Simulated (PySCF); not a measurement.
isobutane (C4H10), SMILES C(C)(C)C. Heavy atoms are numbered as in [CH3:1][CH:2]([CH3:3])[CH3:4]. Hydrogens are named by the atom that carries them.

Coordinates come from a B3LYP-D3(BJ)/def2-SVP optimisation.

Calculation: PBE/pcSseg-1 (PySCF).

GIAO shieldings, no solvent; atoms alike by connectivity are averaged. δ = σ(ref) − σ: ¹³C against TMS (σ = 182.0 ppm); ¹H against TMS (σ = 31.49 ppm), references at their B3LYP-D3(BJ)/def2-TZVP geometries, non-relativistic.

Q: Estimate the chemical shifts. (Estimate from the structure and the level; the computed values follow.)

A: 
```json
[
 {"nucleus": "¹³C", "atoms": "C2 (CH)", "count": "1", "δ (ppm)": "31.3"},
 {"nucleus": "¹³C", "atoms": "C1 (CH3)", "count": "3", "δ (ppm)": "28.9"},
 {"nucleus": "¹H", "atoms": "H on C2", "count": "1", "δ (ppm)": "1.97"},
 {"nucleus": "¹H", "atoms": "H on C1", "count": "9", "δ (ppm)": "1.24"}
]
```
